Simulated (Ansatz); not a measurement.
**Chalcopyrite CuGaSe2**

Calculation: r²SCAN (plane waves, PAW; Ansatz, a quantum-chemistry and plane-wave program).

Numerical settings: plane-wave cutoff 560 eV, 8×8×8 k mesh, Fermi–Dirac smearing 0.01 eV, no spin polarisation, scalar-relativistic PAW data made under PBE.

Cell: measured lattice: a = 5.619 Å, b = 5.619 Å, c = 11.026 Å, α = 90.00°, β = 90.00°, γ = 90.00°.

For chalcopyrite CuGaSe2, the band gap is 0.63 eV (direct).

Measured, for comparison: band gap 1.67 eV (temperature not stated, no zero-point or thermal correction, direct or pseudo-direct at Γ; as tabulated in Ghosh et al. (2024), arXiv:2401.16805).

Note: cell and atoms aren't relaxed at this level (largest force component 0.23 eV/Å, pressure 0.3 GPa).

Spin–orbit coupling is not included.
